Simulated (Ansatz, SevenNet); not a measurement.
## Ladder of methods for the zone-centre TO phonon frequency of zinc-blende GaSb

Reference value: 224 cm⁻¹ (measured, temperature not stated, not corrected to a static lattice; as tabulated in Giannozzi et al., Phys. Rev. B (1991)).

Problem. What do SevenNet-0, LDA, PBE, PBE-D3(BJ), r²SCAN give, and how far is each from the reference?

Solution. 
```csv
level (code),value (cm⁻¹),cell (Å³/atom),difference (%)
SevenNet-0 (SevenNet),182,30.04,-18.8
LDA (Ansatz),226,27.65,+0.9
PBE (Ansatz),210,29.99,-6.2
PBE-D3(BJ) (Ansatz),221,28.78,-1.3
r²SCAN (Ansatz),223,28.83,-0.4
```

Nearest, and too close to rank with a margin of 3.0 % (twice that across the reference) picked here for doubts on the reference and the settings, and for temperature and zero-point motion: r²SCAN (-0.4 %), LDA (+0.9 %), PBE-D3(BJ) (-1.3 %). SevenNet-0 (-18.8 %) lies farthest from it. Within 10 %: LDA, PBE, PBE-D3(BJ), r²SCAN.

The measured value isn't corrected to a static lattice, so vibrations enter the comparison.  LDA, PBE, PBE-D3(BJ): the solid has no gap at this level, which affects its response. PBE-D3(BJ): the dispersion coefficients are held fixed in the derivatives. Each level is taken at its own relaxed cell. Cutoffs and k meshes differ between the levels. Ansatz's density-functional and Hartree–Fock values are scalar-relativistic unless marked +SOC, with PAW data made under PBE.

Machine-learned potentials (SevenNet-0) are trained on DFT data, which may include these solids.

Differences are worked out from the printed values.

Ansatz is a quantum-chemistry and plane-wave program.
